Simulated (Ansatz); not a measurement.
## Two structures, one formula

Two relaxed structures of CH5BMg, closed shell (PBE0-D4/def2-TZVP; forces vanish, vibrations not checked).

A:

```xyz
8
angstrom
B -1.3493 1.3687 -1.5396
Mg -0.0951 0.0981 -0.1068
C 1.0500 -1.0648 1.1985
H -2.1978 0.9167 -2.2645
H -1.2336 2.5619 -1.6517
H 1.4140 -0.4855 2.0542
H 1.9316 -1.4879 0.7043
H 0.4801 -1.9073 1.6055
```

B:

```csv
atom,x (Å),y (Å),z (Å)
B1,-0.4407,-0.2843,-0.3846
Mg2,-0.7861,1.8854,-1.0618
C3,0.5114,-0.7809,0.7463
H4,-0.9832,-1.1769,-0.9937
H5,-1.0573,3.5039,-1.5738
H6,0.8516,-0.0512,1.4826
H7,1.4080,-1.0846,0.1723
H8,0.1823,-1.6938,1.2540
```

Computed with Ansatz 0.2.0 (basis: def2-TZVPP); correlated methods freeze the cores. The outer core shell of Li, Na, Mg and K is correlated. The def2 sets are not built for correlating such inner shells, so the correlated values are less sure here. B3LYP uses VWN-RPA correlation.

Problem. Which structure is lower at CCSD(T), and by how much? (An estimate is asked for; the value comes from the calculation.)

Solution. Computed: B, by 13.4 kJ/mol (electronic energy, against the other). By their contacts, A is CH₅BMg ([BH2][Mg][CH3]) and B is CH₅BMg ([CH3][BH][MgH]).

All methods give the same order:

```
   method  E(B) − E(A) (kJ/mol)
   PBE-D4                 -22.9
r2SCAN-D4                 -20.2
  PBE0-D4                 -22.4
 B3LYP-D4                 -18.9
  wB97M-V                 -18.5
       HF                 -17.8
      MP2                 -11.2
     CCSD                 -13.4
  CCSD(T)                 -13.4
```

The T1 diagnostic stays at or below 0.009.

Labels in which every atom is bracketed show which atoms are joined, not bond orders.

For scale, one of the runs: CCSD(T)/def2-TZVPP, 164 basis functions, launched by `ansatz run in.yaml --threads 2 --pin off --events-out ev --progress --plain --max-ram 4352MiB`. Hardware: 2 CPU threads of an Arm Neoverse V2, shared host. Wall time 30 s; peak host memory 1.4 GiB.
